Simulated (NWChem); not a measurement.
# C₂H₃F; SMILES C=CF

```xyz
6

C     -0.2367     1.1688     0.0000
C      0.4249     0.0197     0.0000
F     -0.1840    -1.1614     0.0000
H     -1.3284     1.1910     0.0000
H      0.3163     2.1084     0.0000
H      1.5158    -0.0751     0.0000
```
Atoms are numbered in this order, from 1.

Computed with NWChem. All runs use the structure optimised with PBE0/def2-SVP. Level: M06-2X/def2-SVP with SMD (1 M gas to 1 M solution), gas-phase geometry.

Order these by “solvation free energy (kcal/mol)”, lowest first: cyclohexane; water; acetonitrile; 1,4-dioxane.

acetonitrile (-1.6), cyclohexane (-0.9), 1,4-dioxane (0.0), water (0.9)
